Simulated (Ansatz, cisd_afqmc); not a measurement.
System: C2H2N, charge 0, doublet. C2H2N (SMILES [CH2]C#N, doublet).
B3LYP-D3(BJ)/def2-TZVP minimum from Ansatz (a quantum-chemistry and plane-wave program):
```xyz
5

C     -0.0090    -0.1659    -1.1772
C      0.0014     0.0261     0.1854
N      0.0103     0.1888     1.3399
H      0.9204    -0.2159    -1.7250
H     -0.9467    -0.2673    -1.7035
```
Charge 0, spin multiplicity 2.

Total energies in cc-pVDZ, 15 correlated electrons, 3 frozen orbitals. Radicals and triplets start from unrestricted determinants; spin-orbit coupling is neglected. Correlated methods leave the cores frozen. No relativity. The Monte Carlo rows (phaseless AFQMC, CISD trial, step 0.005/hartree) carry one-sigma bars that omit the constraint's bias. Outlying blocks are dropped, and bars are widened where a walk drifts. Over all cases where full CI ran beside it in this data, AFQMC minus full CI had a median of +0.1 mEh and passed +0.4 mEh in a tenth of the cases. The UHF reference of C2H2N ([CH2]C#N, doublet) is spin-contaminated (<S^2> up to 0.19 over the pure value in the sets run).

| method | program | energy (Eh) | minus CCSDT(Q) (mEh) |
|---|---|---|---|
| HF | Ansatz | -131.31797 | 424.39 |
| MP2 | Ansatz | -131.68776 | 54.60 |
| CCSD | Ansatz | -131.72431 | 18.05 |
| CCSD(T) | Ansatz | -131.73965 | 2.72 |
| CCSDT(Q) | Ansatz | -131.74236 | 0.00 |
| AFQMC/CISD | cisd_afqmc | -131.7415 ± 0.0004 | 0.9 ± 0.4 |

Rough core times of Ansatz's runs on a shared machine: CCSD(T) under 20 s, CCSDT(Q) 80 s.
